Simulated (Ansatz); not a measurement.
# BNH₂+ (doublet): the correlation ladder, def2-QZVPP

The task here is to estimate one member of a computed series from the others.

Computed with Ansatz 0.2.0, Gaussian basis. Level: def2-QZVPP, core rule «outside noble gas», up to 2 orbitals frozen.

Plan: UHF; ROHF; CCSD(T) on UHF.

2 further runs of the same task are left out: 2 set aside as unsound or not needed.

### The system

The geometry is a PBE0/def2-TZVP stationary point (not a proven minimum) of the parent state, kept for this charge and spin.

4 atoms, charge 1, spin multiplicity 2.

Atoms are counted from 1 here; the program's logs count them from 0.

Bond lengths: B1–N2 1.233 Å, B1–H3 1.172 Å, N2–H4 0.991 Å. Angles: N2–B1–H3 180.0°, B1–N2–H4 180.0°.

Set-up of the first run:

in.yaml reads:

```yaml
crystal:
  periodic: [false, false, false]
  atoms:
    - {symbol: B, position_ang: [0.000000, 0.000000, 0.571255]}
    - {symbol: N, position_ang: [0.000000, 0.000000, -0.661337]}
    - {symbol: H, position_ang: [0.000000, 0.000000, 1.742910]}
    - {symbol: H, position_ang: [0.000000, 0.000000, -1.652828]}
basis:
  gaussian: {orbitals: "def2-QZVPP.json"}
total_charge: 1
magnetization: {spin_polarized: true, initial_magnetization: 1}
hamiltonian: {xc: hf}
output: {orbitals: {seedname: orbitals}}
```

Launch:

```bash
$ ansatz run in.yaml --threads 1 --pin off --events-out ev --progress --plain --max-ram 2393MiB
```

Among the steps run: UHF; ROHF; CCSD(T) on UHF.

One table of the session follows, with a row left open; its other results are not shown here.

```
  method  from UCCSD(T) (meV)
    ROHF              +7674.6
     UHF                    ?
    UMP2               +816.6
   UCCSD               +247.8
UCCSD(T)                    0
```

**Question.** Estimate the row for UHF.

As computed: from UCCSD(T) (meV): +7560.7. In the column «from UCCSD(T) (meV)» it lies between UMP2 (+816.6) and ROHF (+7674.6).
